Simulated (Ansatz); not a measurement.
We consider chalcopyrite CuGaSe2, described by PBE-D3(BJ) (Ansatz, a program for electronic structure, plane waves, PAW).

Settings: plane-wave cutoff 520 eV, 8×8×8 k mesh, Fermi–Dirac smearing 0.01 eV, no spin polarisation, scalar-relativistic PAW data made under PBE.

Energies at three volumes about the minimum:

```csv
V (Å³/atom),E − E_lowest (meV/atom)
21.294,1.92
21.728,0.00
22.163,1.79
```

Fit a parabola by hand: where is the minimum, and what is the bulk modulus?

Slopes: (0.00 − 1.92)/(21.728 − 21.294) = -4.424 and (1.79 − 0.00)/(22.163 − 21.728) = 4.115 meV/Å³. Curvature E″ = 2 × (4.115 − (-4.424))/(22.163 − 21.294) = 19.652 meV/Å⁶. From the middle of the first interval, the slope vanishes at V0 = 21.5110 − (-4.424)/19.652 = 21.736 Å³/atom. B = V0 E″ = 21.736 × 19.652 meV/Å³ × 0.1602 GPa per meV/Å³ = 68.4 GPa. The full Birch–Murnaghan fit to all volumes gives V0 = 21.728 Å³/atom and B0 = 68.2 GPa.

Shape and atoms are relaxed at each volume.

Note: the bulk modulus comes from volumes at which shape and atoms were relaxed.
